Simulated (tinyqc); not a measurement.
Geometry optimisation on the RHF/sto-6g surface (energies and gradients from PySCF), for H3O+, spin multiplicity 1, step by step. Computed by tinyqc, a small Python program that keeps every step (integrals from PySCF). Settings: charge = 1, multiplicity = 1, basis = sto-6g, optimiser = bfgs, first Hessian = 0.15, largest step = 0.3, iteration cap = 30. Command: `OMP_NUM_THREADS=1 python tinyqc.py 21481 21482 out.jsonl` (the two numbers bound the seeds that draw the settings). One thread of a shared host (Intel(R) Xeon(R) Processor @ 2.60GHz), about 3 s of CPU time with the checks.

## Step 1: energy and gradient

positions at the start (bohr), order 1O, 2H, 3H, 4H:
$$\begin{pmatrix}
-0.0246 & 0.0926 & 0.4535 \\
1.7461 & 0.0132 & 0.0265 \\
-0.9014 & 1.6100 & -0.0038 \\
-0.9297 & -1.6138 & 0.0416
\end{pmatrix}$$

Self-consistent energy and analytic gradient at these positions.

energy = -76.037050 hartree

gradient (hartree/bohr), order 1O, 2H, 3H, 4H:
$$\begin{pmatrix}
0.030653 & 0.092607 & -0.006841 \\
-0.028913 & -0.006917 & 0.006753 \\
0.018353 & -0.031254 & 0.012519 \\
-0.020093 & -0.054436 & -0.012430
\end{pmatrix}$$

## Step 1: move

Quasi-Newton step p = -H^(-1) g (first H = 0.15 times the unit matrix); steps longer than 0.3 bohr are cut back (factor 0.362 here).

positions after step 1 (bohr), order 1O, 2H, 3H, 4H:
$$\begin{pmatrix}
-0.0985 & -0.1307 & 0.4700 \\
1.8158 & 0.0299 & 0.0102 \\
-0.9456 & 1.6854 & -0.0340 \\
-0.8813 & -1.4826 & 0.0715
\end{pmatrix}$$

## Step 2: energy and gradient

As before.

energy = -75.998280 hartree

gradient (hartree/bohr), order 1O, 2H, 3H, 4H:
$$\begin{pmatrix}
-0.153256 & -0.321399 & -0.027957 \\
0.055985 & 0.022685 & -0.015478 \\
-0.023257 & 0.089718 & -0.024535 \\
0.120529 & 0.208996 & 0.067969
\end{pmatrix}$$

## Step 2: move

inverse Hessian in use (bohr^2/hartree):
```
          1        2        3        4        5        6        7        8
1    6.0435  -1.4681  -0.0429   0.3285   0.1058  -0.0838  -0.1726   0.4406
2   -1.4681   3.4836  -0.2220   0.6015   0.2261  -0.1617  -0.2732   0.9084
3   -0.0429  -0.2220   6.7168   0.0983   0.0174  -0.0214  -0.0704   0.0872
4    0.3285   0.6015   0.0983   6.6013  -0.0413   0.0219   0.0076  -0.1512
5    0.1058   0.2261   0.0174  -0.0413   6.6507   0.0112   0.0181  -0.0639
6   -0.0838  -0.1617  -0.0214   0.0219   0.0112   6.6600  -0.0060   0.0425
7   -0.1726  -0.2732  -0.0704   0.0076   0.0181  -0.0060   6.6834   0.0593
8    0.4406   0.9084   0.0872  -0.1512  -0.0639   0.0425   0.0593   6.4160
9   -0.1431  -0.2630  -0.0424   0.0291   0.0181  -0.0097  -0.0038   0.0664
10   0.4672   1.1398   0.0150  -0.2707  -0.0826   0.0678   0.1483  -0.3487
11   0.9217   2.0485   0.1174  -0.4090  -0.1461   0.1080   0.1958  -0.5939
12   0.2697   0.6468   0.0136  -0.1493  -0.0467   0.0377   0.0802  -0.1960

          9       10       11       12
1   -0.1431   0.4672   0.9217   0.2697
2   -0.2630   1.1398   2.0485   0.6468
3   -0.0424   0.0150   0.1174   0.0136
4    0.0291  -0.2707  -0.4090  -0.1493
5    0.0181  -0.0826  -0.1461  -0.0467
6   -0.0097   0.0678   0.1080   0.0377
7   -0.0038   0.1483   0.1958   0.0802
8    0.0664  -0.3487  -0.5939  -0.1960
9    6.6537   0.1178   0.1786   0.0650
10   0.1178   6.3219  -0.7085  -0.2006
11   0.1786  -0.7085   5.3582  -0.4040
12   0.0650  -0.2006  -0.4040   6.5504
```

Quasi-Newton step p = -H^(-1) g (the inverse Hessian comes from BFGS updates; coordinates in the order x, y, z of each atom); steps longer than 0.3 bohr are cut back.

positions after step 2 (bohr), order 1O, 2H, 3H, 4H:
$$\begin{pmatrix}
0.0183 & 0.0127 & 0.5359 \\
1.8366 & 0.0212 & 0.0089 \\
-0.9770 & 1.6647 & -0.0425 \\
-0.9875 & -1.5965 & 0.0156
\end{pmatrix}$$

## Convergence

Stop when the largest gradient component is below 3e-5 hartree/bohr. The inverse Hessian follows the BFGS update with s = step, y = change of gradient.

Course of the optimisation:
```
step  E (hartree)  largest gradient (hartree/bohr)
1      -76.037050                         9.26e-02
2      -75.998280                         3.21e-01
3      -76.033976                         5.86e-02
4      -76.010546                         2.59e-01
5      -76.016274                         2.47e-01
6      -76.030137                         8.31e-02
7      -76.042119                         1.90e-02
8      -76.042555                         7.93e-03
9      -76.042649                         2.03e-03
10     -76.042651                         7.28e-04
11     -76.042652                         4.17e-05
12     -76.042652                         1.65e-05
```

Final distances (angstrom):
```
pair   distance
2H-1O    0.9884
3H-1O    0.9884
3H-2H    1.6574
4H-1O    0.9884
4H-2H    1.6574
4H-3H    1.6574
```

Converged in 12 steps.
